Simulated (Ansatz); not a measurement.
# CH4Si (SMILES C[SiH]) at 6 levels

We compute a comparison of 6 runs (HF/3-21G, CAM-B3LYP/def2-TZVP, PBE-QIDH/def2-TZVP, SVWN5/def2-TZVP, r2SCAN0/def2-TZVP, BCCD(T)/def2-TZVP) of CH4Si. 

Program for the calculation: Ansatz 0.2.0.

44 further runs of the same task are left out: 44 set aside as unsound or not needed.

### 1 The molecule

The species is CH4Si (6 atoms), meant as a singlet with charge 0. SMILES: `C[SiH]`. The C1–H3 distance was set to 2.415 Å, away from the relaxed value. At this shape a bond of the SMILES string is far longer than usual.

Bond lengths: C1–Si2 1.892 Å, C1–H4 1.091 Å, C1–H5 1.098 Å, Si2–H6 1.531 Å. Angles: C1–Si2–H6 94.2°, Si2–C1–H4 113.8°, Si2–C1–H5 109.5°, H4–C1–H5 109.0°.

### 2 A single-point energy at HF/3-21G (run 1)

File molecule.yaml:

```yaml
crystal:
  periodic: [false, false, false]
  atoms:
    - {symbol: C, position_ang: [1.182545, -0.313081, -0.692011]}
    - {symbol: Si, position_ang: [2.193345, 0.262719, 0.800589]}
    - {symbol: H, position_ang: [-1.156900, -0.410100, -0.102200]}
    - {symbol: H, position_ang: [1.491045, -1.282681, -1.084711]}
    - {symbol: H, position_ang: [1.252045, 0.434919, -1.492511]}
    - {symbol: H, position_ang: [1.418245, 1.572919, 0.962289]}
basis:
  gaussian: {orbitals: 3-21G.json}
magnetization: {spin_polarized: false}
accuracy: high
hamiltonian: {xc: hf}
output: {orbitals: {seedname: orbitals}}
total_charge: 0
```

The basis set 3-21G is read from a file made from the Basis Set Exchange's data (not shown).

The run is started by

```sh
$ ansatz run molecule.yaml --threads 1 --pin off --max-ram 3480MiB --events-out events.jsonl --progress --plain --runs-dir runs
```

Log:

```text
Warning: RAYON_NUM_THREADS=1 ignored (pool sized by the plan → 1); use --threads N
Functional definition: HF
  name "HF"
  exchange = exact_x
  correlation = 0
673 factors; integrals over basis functions are off by at most 5.8e-9 eV
mean field evaluation 1: about -8900.0278 eV, gradient 1.7e1 eV
mean field evaluation 2: about -8900.0269 eV, gradient 1.7e1 eV
mean field evaluation 4: about -8901.3145 eV, gradient 2.2e0 eV
mean field evaluation 8: about -8901.3698 eV, gradient 1.8e-3 eV
mean field evaluation 16: about -8897.0371 eV, gradient 3.0e0 eV
mean field -8901.36976818 eV, -327.1193054156 hartree, gradient 2.2e-8 eV, S^2 0.000000; 0 other end points of the search recorded, 0 dependent functions left out
reference -8901.36976818 eV, -327.1193054156 hartree; 12, 12 occupied and 18, 18 virtual orbitals, 673 factors
Total energy: -8901.36976818 eV, -327.1193054156 hartree
```

Wall time 0.18 s (1 thread of Arm Neoverse V2, shared host).

### 3 A single-point energy at CAM-B3LYP/def2-TZVP (run 2)

File in.yaml:

```yaml
crystal:
  periodic: [false, false, false]
  atoms:
    - {symbol: C, position_ang: [1.182545, -0.313081, -0.692011]}
    - {symbol: Si, position_ang: [2.193345, 0.262719, 0.800589]}
    - {symbol: H, position_ang: [-1.156900, -0.410100, -0.102200]}
    - {symbol: H, position_ang: [1.491045, -1.282681, -1.084711]}
    - {symbol: H, position_ang: [1.252045, 0.434919, -1.492511]}
    - {symbol: H, position_ang: [1.418245, 1.572919, 0.962289]}
basis:
  gaussian:
    orbitals: def2-TZVP
hamiltonian:
  xc: {name: CAM-B3LYP}
accuracy: high
output: {orbitals: {seedname: orbitals}}
```

The run is started by

```sh
$ ansatz run in.yaml --threads 1 --pin off --max-ram 3480MiB --events-out events.jsonl --progress --plain --runs-dir runs
```

Log:

```text
Warning: RAYON_NUM_THREADS=1 ignored (pool sized by the plan → 1); use --threads N
Functional definition: CAM-B3LYP
  name "CAM-B3LYP"
  parameter alpha = 0.19
  parameter beta = 0.46
  parameter omega = 0.33/bohr
  parameter ac = 0.81
  exchange = (1 - alpha - beta)*b88_x + beta*b88_x_sr(omega) + alpha*exact_x + beta*exact_x_lr(omega)
  correlation = (1 - ac)*vwn5_c + ac*lyp_c
1662 factors; integrals over basis functions are off by at most 3.6e-9 eV
362 factors; integrals over basis functions are off by at most 2.1e-9 eV
mean field evaluation 1: about -8965.4575 eV, gradient 5.1e1 eV
mean field evaluation 2: about -8957.9343 eV, gradient 6.4e1 eV
mean field evaluation 4: about -8973.2923 eV, gradient 2.9e0 eV
mean field evaluation 8: about -8973.3258 eV, gradient 2.2e-1 eV
mean field evaluation 16: about -8973.3260 eV, gradient 1.1e-4 eV
mean field -8973.32602650 eV, -329.7636491351 hartree, gradient 5.0e-8 eV, S^2 0.000000; 0 other end points of the search recorded, 0 dependent functions left out
reference -8973.32604443 eV, -329.7636497940 hartree; 12, 12 occupied and 80, 80 virtual orbitals, 1662 factors
Total energy: -8973.32604443 eV, -329.7636497940 hartree
```

Run time: 5.4 s. Hardware: 1 thread of Arm Neoverse V2, shared host; peak memory 0.24 GiB.

Run 3 isn't shown in full; the table further down has it.

### 4 A single-point energy at SVWN5/def2-TZVP (run 4)

File job.yaml:

```yaml
crystal:
  periodic: [false, false, false]
  atoms:
    - {symbol: C, position_ang: [1.182545, -0.313081, -0.692011]}
    - {symbol: Si, position_ang: [2.193345, 0.262719, 0.800589]}
    - {symbol: H, position_ang: [-1.156900, -0.410100, -0.102200]}
    - {symbol: H, position_ang: [1.491045, -1.282681, -1.084711]}
    - {symbol: H, position_ang: [1.252045, 0.434919, -1.492511]}
    - {symbol: H, position_ang: [1.418245, 1.572919, 0.962289]}
basis:
  gaussian:
    orbitals: def2-TZVP
total_charge: 0
output: {orbitals: {seedname: orbitals}}
hamiltonian:
  xc: {name: SVWN5}
accuracy: high
```

The run is started by

```sh
$ ansatz run job.yaml --threads 1 --pin off --max-ram 3480MiB --events-out events.jsonl --progress --plain --runs-dir runs
```

Log:

```text
Warning: RAYON_NUM_THREADS=1 ignored (pool sized by the plan → 1); use --threads N
Functional definition: SVWN5
  name "SVWN5"
  exchange = slater_x
  correlation = vwn5_c
1662 factors; integrals over basis functions are off by at most 3.6e-9 eV
mean field evaluation 1: about -8914.1393 eV, gradient 7.5e1 eV
mean field evaluation 2: about -8859.1514 eV, gradient 1.1e2 eV
mean field evaluation 4: about -8913.7348 eV, gradient 5.5e1 eV
mean field evaluation 8: about -8931.3185 eV, gradient 1.0e1 eV
mean field evaluation 16: about -8932.0685 eV, gradient 3.5e-2 eV
mean field evaluation 32: about -8926.9876 eV, gradient 2.2e1 eV
mean field -8932.06849042 eV, -328.2474626496 hartree, gradient 1.2e-8 eV, S^2 0.000000; 1 other end points of the search recorded, 0 dependent functions left out
reference -8932.06849355 eV, -328.2474627646 hartree; 12, 12 occupied and 80, 80 virtual orbitals, 1662 factors
Total energy: -8932.06849355 eV, -328.2474627646 hartree
```

Wall time 3.3 s (1 thread of Arm Neoverse V2, shared host); peak memory 0.18 GiB.

Run 5 isn't shown in full; the table further down has it.

### 5 A single-point energy at BCCD(T)/def2-TZVP (run 6)

Changes to job.yaml since step 4:

```diff
@@ -13,5 +13,7 @@
 total_charge: 0
-output: {orbitals: {seedname: orbitals}}
-hamiltonian:
-  xc: {name: SVWN5}
+correlation:
+  method: bccd_t
+  frozen_orbitals: {C: 1, H: 0, Si: 5}
 accuracy: high
+scf:
+  omitted_lower_state_checks: [cluster_reference, increment]
```

The run is started by

```sh
$ ansatz run job.yaml --threads 1 --pin off --max-ram 3480MiB --events-out events.jsonl --progress --plain --runs-dir runs
```

Log:

```text
Warning: RAYON_NUM_THREADS=1 ignored (pool sized by the plan → 1); use --threads N
Functional definition: HF
  name "HF"
  exchange = exact_x
  correlation = 0
these checks for a lower state are left out or cut short: cluster_reference, increment
1662 factors; integrals over basis functions are off by at most 3.6e-9 eV
mean field evaluation 1: about -8946.7557 eV, gradient 2.6e1 eV
mean field evaluation 2: about -8946.7601 eV, gradient 2.6e1 eV
mean field evaluation 4: about -8949.5334 eV, gradient 3.2e0 eV
mean field evaluation 8: about -8949.6481 eV, gradient 1.4e-1 eV
mean field evaluation 16: about -8949.6485 eV, gradient 9.1e-8 eV
mean field -8949.64851273 eV, -328.8935165533 hartree, gradient 9.1e-8 eV, S^2 0.000000; 1 other end points of the search recorded, 0 dependent functions left out; unrestricted orbitals would lower it
6 core orbitals not correlated: weight in the atoms' cores, before any rotation towards them, 1.000 or more for the frozen orbitals, at most 0.000 for the correlated occupied ones
reference -8949.64851273 eV, -328.8935165533 hartree; 6, 6 occupied and 80, 80 virtual orbitals, 1662 factors
second order -7.88544314 eV of doubles, -0.00000000 eV of singles
cycle   1  -8.59648892 eV  change   -7.1e-1 eV  update   1.6e-1
cycle   2  -9.03389092 eV  change   -4.4e-1 eV  update   8.8e-2
cycle   3  -9.42383352 eV  change   -3.9e-1 eV  update   5.9e-2
cycle   4  -9.38999817 eV  change    3.4e-2 eV  update   1.6e-2
cycle   5  -9.39843536 eV  change   -8.4e-3 eV  update   9.3e-3
cycle   6  -9.40687638 eV  change   -8.4e-3 eV  update   5.6e-3
cycle   7  -9.40917465 eV  change   -2.3e-3 eV  update   3.9e-3
cycle   8  -9.40847649 eV  change    7.0e-4 eV  update   2.7e-3
cycle   9  -9.41010728 eV  change   -1.6e-3 eV  update   1.3e-3
cycle  10  -9.40906526 eV  change    1.0e-3 eV  update   5.7e-4
cycle  11  -9.40874344 eV  change    3.2e-4 eV  update   2.8e-4
cycle  12  -9.40869810 eV  change    4.5e-5 eV  update   1.1e-4
cycle  13  -9.40865971 eV  change    3.8e-5 eV  update   5.7e-5
cycle  14  -9.40870419 eV  change   -4.4e-5 eV  update   2.8e-5
cycle  15  -9.40870404 eV  change    1.5e-7 eV  update   1.4e-5
cycle  16  -9.40869880 eV  change    5.2e-6 eV  update   6.5e-6
cycle  17  -9.40869818 eV  change    6.3e-7 eV  update   3.7e-6
cycle  18  -9.40869699 eV  change    1.2e-6 eV  update   1.8e-6
cycle  19  -9.40869735 eV  change   -3.6e-7 eV  update   8.6e-7
cycle  20  -9.40869730 eV  change    5.2e-8 eV  update   3.8e-7
cycle  21  -9.40869749 eV  change   -1.9e-7 eV  update   2.2e-7
cycle  22  -9.40869736 eV  change    1.3e-7 eV  update   1.6e-7
cycle  23  -9.40869735 eV  change    1.2e-8 eV  update   1.0e-7
cycle  24  -9.40869737 eV  change   -2.7e-8 eV  update   9.9e-8
cycle  25  -9.40869743 eV  change   -5.3e-8 eV  update   2.5e-7
cycle  26  -9.40869738 eV  change    4.7e-8 eV  update   8.8e-8
cycle  27  -9.40869746 eV  change   -8.4e-8 eV  update   5.7e-8
cycle  28  -9.40869749 eV  change   -2.8e-8 eV  update   2.7e-8
cycle  29  -9.40869752 eV  change   -3.1e-8 eV  update   1.6e-8
cycle  30  -9.40869754 eV  change   -1.4e-8 eV  update   9.5e-9
cycle  31  -9.40869753 eV  change    2.9e-9 eV  update   4.3e-9
cycle  32  -9.40869754 eV  change   -4.7e-9 eV  update   3.3e-9
cycle  33  -9.40869754 eV  change  -8.4e-10 eV  update   1.2e-9
perturbative correction -0.64255366 eV, -0.0236134114 hartree
Total energy: -8959.69976393 eV, -329.2628932218 hartree
Checks for a lower state left out: cluster_reference, increment
```

Wall time 12 s (1 thread of Arm Neoverse V2, shared host); peak memory 0.67 GiB.

### 6 Overview of the runs

```tsv
run	level	frozen core orbitals	energy (Eh)	HOMO energy (eV)	LUMO energy (eV)	HOMO–LUMO gap (eV)	wall time
1	HF/3-21G	–	-327.119305	-8.27	-0.53	7.74	0.18 s
2	CAM-B3LYP/def2-TZVP	–	-329.763650	-7.72	-2.89	4.84	5.4 s
3	PBE-QIDH/def2-TZVP	6	-329.503497	-7.92	-2.30	5.63	5.7 s
4	SVWN5/def2-TZVP	–	-328.247463	-5.71	-4.69	1.02	3.3 s
5	r2SCAN0/def2-TZVP	–	-329.717527	-6.68	-3.90	2.78	6.9 s
6	BCCD(T)/def2-TZVP	6	-329.262893	–	–	–	12 s
```

### 7 Results

| quantity | value |
| --- | --- |
| run 6: total energy | -329.26289 Eh |
| run 6: correlation energy (6 core orbitals frozen) | -369.4 mEh |
| run 6: (T) correction | -23.61 mEh |

**Reading.** Over runs 1, 2, 3, 4, 5 the HOMO–LUMO gap runs from 1.02 eV (SVWN5/def2-TZVP) to 7.74 eV (HF/3-21G). The two ends differ in method and basis. Totals of different functionals can't be ranked against each other. In runs 3, 6 the log says that unrestricted orbitals would lower the reference, so the values rest on an unstable closed-shell determinant (other closed-shell runs at this shape may share the fault). In runs 1, 2, 3, 4, 5 a closed-shell determinant meets a far-stretched bond, which it describes badly. All runs together took 34 s, the longest 12 s.
